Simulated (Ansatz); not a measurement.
A calculation with Ansatz (development build ahead of 0.2.0).

```yaml
crystal:
  periodic: [false, false, false]
  atoms:
    - { symbol: Cl, position_ang: [0.0, 0.0, 0.0] }
    - { symbol: Mg, position_ang: [0.0, 3.5211, 0.0] }
    - { symbol: Mg, position_ang: [0.0, -3.5211, 0.0] }
basis:
  gaussian: { orbitals: pcseg-2 }
total_charge: 1
hamiltonian:
  xc: { name: wB97X }
```

The input is written out in the form of the current development build from the run's settings.

Results

```json
{
  "Converged": "yes",
  "Total energy": "-860.04689 hartree",
  "Spin squared of the determinant": "0.000",
  "Stability test": "minimum among restricted orbitals"
}
```

Caution: an unrestricted determinant lies well below.
